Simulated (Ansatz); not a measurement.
One starting cell of Cu (a generated trial cell of Cu in the AFLOW prototype A_hR2_166_c (A7, as in As)) was relaxed twice with Ansatz (plane waves, PAW, scalar-relativistic): with r2SCAN at 500 eV and with PBE at 420 eV. The r2SCAN result:

```
CELL_PARAMETERS angstrom
      0.00000     1.78951     1.78951
      1.78951     0.00000     1.78951
      1.78951     1.78951     0.00000
ATOMIC_POSITIONS crystal
  Cu 0.50000 0.50000 0.50000
```

```
quantity                                           r2SCAN    PBE
--------------------------------------  -----------------  -----
space group                                         Fm-3m  Fm-3m
volume (Å³/atom)                                    11.46      …
a (Å)                                               3.579      …
gap (eV, no spin-orbit coupling)                     0.00      …
highest phonon at the sampled q (cm⁻¹)                260      …
softest mode (cm⁻¹)                     no imaginary mode      …
```

### Question
Fill in the PBE column.

### Answer

- volume (Å³/atom), PBE: 11.95
- a (Å), PBE: 3.629
- gap (eV, no spin-orbit coupling), PBE: 0.00
- highest phonon at the sampled q (cm⁻¹), PBE: 240
- softest mode (cm⁻¹), PBE: no imaginary mode

Both levels end in the same structure; PBE's volume is 4.2 % larger. Neither column is exact.

No spin polarisation in the result.

Measured for Cu: a 3.595 Å (static lattice; corrected from measurement; as listed in Gábor I. Csonka et al., Physical Review B (2009)). Computed minus measured — a: r2SCAN -0.4 %, PBE +0.9 %. The computed values are for a static lattice.

The run could not lose the symmetry of its start.

Ansatz is a quantum-chemistry and plane-wave program.
